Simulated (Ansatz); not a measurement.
We consider zinc-blende BeTe, described by PBE in Ansatz (plane waves, PAW).

Numerical settings: plane-wave cutoff 520 eV, 10×10×10 k mesh, Fermi–Dirac smearing 0.01 eV, scalar-relativistic PAW data made under PBE.

Computed points:

| V (Å³/atom) | E − E_lowest (meV/atom) |
|---|---|
| 21.346 | 16.02 |
| 21.800 | 6.88 |
| 22.254 | 1.67 |
| 22.708 | 0.00 |
| 23.162 | 1.53 |
| 23.616 | 5.97 |
| 24.071 | 13.03 |

Fit the third-order Birch–Murnaghan equation and give B0 and B′.

V0 = 22.710 Å³/atom, B0 = 56.5 GPa, B′ = 4.0 (fit to the energies at full precision).

Measured, for comparison: bulk modulus 67 GPa (room temperature, no zero-point or thermal correction; as tabulated in Elmahjoubi et al. (2023), arXiv:2303.01780); equilibrium volume per atom 22.26 Å³/atom (temperature not stated, no zero-point or thermal correction; as tabulated in Bernardini et al. (2000), arXiv:cond-mat/0007180). Computed (rounded) less measured: bulk modulus -16 %, equilibrium volume per atom +2.0 %.

Spin–orbit coupling is not included.

Ansatz is a quantum-chemistry and plane-wave program.
